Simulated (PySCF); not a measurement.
C4H4FN.
Numbering: `[N:1]#[C:2][CH2:3]/[CH:4]=[CH:5]\[F:6]` (hydrogens: H7, H8 on C3; H9 on C4; H10 on C5)

Cartesian coordinates in Å at the PBE0-D3(BJ)/def2-SVP level; atoms count from 1:
```xyz
10
C4H4FN angstrom
N     -2.322    1.848   -0.060
C     -1.705    0.875    0.045
C     -0.916   -0.346    0.189
C      0.429   -0.096    0.808
C      1.574   -0.399    0.205
F      1.618   -0.949   -1.005
H     -0.797   -0.807   -0.803
H     -1.500   -1.052    0.804
H      0.479    0.362    1.798
H      2.565   -0.235    0.635
```

The closed-shell ground state was solved at several levels (PySCF, density fitting, gas phase, non-relativistic).

```csv
level,basis functions,total energy (Eh),HOMO (eV),LUMO (eV),gap (eV),dipole (D)
PBE/pcSseg-2,272,-309.1477,-6.86,-1.43,5.43,3.87
B3LYP/pcJ-1,202,-309.3913,-7.84,-0.55,7.29,3.90
B3LYP/def2-SVPD,155,-309.1667,-7.93,-0.68,7.25,3.87
```

**Question.** Estimate the row for PBE0/pcSseg-1, a basis of 122 functions; the other rows only guide the guess.

**Answer.** Total energy -309.0013 Eh, HOMO -8.09 eV, LUMO -0.31 eV, gap 7.78 eV, dipole 3.90 D.

**Question.** Over all these levels, which gives the widest orbital gap and which the narrowest?

**Answer.** PBE0/pcSseg-1 (global hybrid, 25 % exact exchange) has the widest, 7.78 eV, and PBE/pcSseg-2 (GGA) the narrowest, 5.43 eV. Functional and basis both differ between the two, so the spread mixes both effects.

**Question.** How far do the dipole and the HOMO energy spread over the levels?

**Answer.** The dipole runs from 3.87 to 3.90 D (mean 3.89 D) and the HOMO from -8.09 to -6.86 eV.

One conformer stands for the species.
